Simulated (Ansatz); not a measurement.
Reaction (SMILES): COC=O [methyl formate] + 4 [H][H] (H2) → 2 C (CH4) + 2 O (H2O)

Property: energy of full hydrogenation (enthalpy at 298 K), in kcal/mol. Conventions: spin-orbit terms left out; frozen cores in correlated levels; LANL2DZ all-electron up to Ne; non-relativistic; 6-311+G** with 5d; six Cartesian d functions in 6-31G* and its kin unless marked 5d. CBS marks a two-point X^-3 extrapolation of the correlation energy; Hartree-Fock from the larger set. [CCSD(T)-MP2]/basis is that difference in the basis named. First-principles rows: single points at B3LYP-D3(BJ) geometries (Ansatz, an electronic-structure program), with unscaled harmonic terms from B3LYP/6-31G* at its own minima.

Measured values: Active Thermochemical Tables 1.112 (ions: stationary electron), as tabulated in the package chemicals; they hold spin-orbit and core effects, anharmonicity and other conformers. 

Value to compare with, the measured value: -65.7 kcal/mol.

```json
[
 {"level": "HF/STO-3G", "program": "Ansatz", "energy of full hydrogenation (enthalpy at 298 K) (kcal/mol)": "-58.0", "error": "7.7"},
 {"level": "HF/3-21G", "program": "Ansatz", "energy of full hydrogenation (enthalpy at 298 K) (kcal/mol)": "-59.1", "error": "6.6"},
 {"level": "HF/LANL2DZ", "program": "Ansatz", "energy of full hydrogenation (enthalpy at 298 K) (kcal/mol)": "-89.9", "error": "-24.2"},
 {"level": "HF/6-31G*", "program": "Ansatz", "energy of full hydrogenation (enthalpy at 298 K) (kcal/mol)": "-56.4", "error": "9.3"},
 {"level": "HF/6-311+G**", "program": "Ansatz", "energy of full hydrogenation (enthalpy at 298 K) (kcal/mol)": "-70.4", "error": "-4.7"},
 {"level": "RI-MP2/CBS(aug-cc-pVTZ,aug-cc-pVQZ)+[CCSD(T)-MP2]/aug-cc-pVTZ", "program": "Ansatz", "energy of full hydrogenation (enthalpy at 298 K) (kcal/mol)": "-65.9", "error": "-0.2"}
]
```

Among the 5 habitual levels, HF/LANL2DZ lies farthest from the measured value (-24.2 kcal/mol) and HF/6-311+G** nearest (-4.7); 3 of 5 lie above it, and their mean absolute error is 10.5 kcal/mol, the median 7.7. One case shows no general order.

The sets are all those run for this method; runs whose electronic state is in doubt are left out.
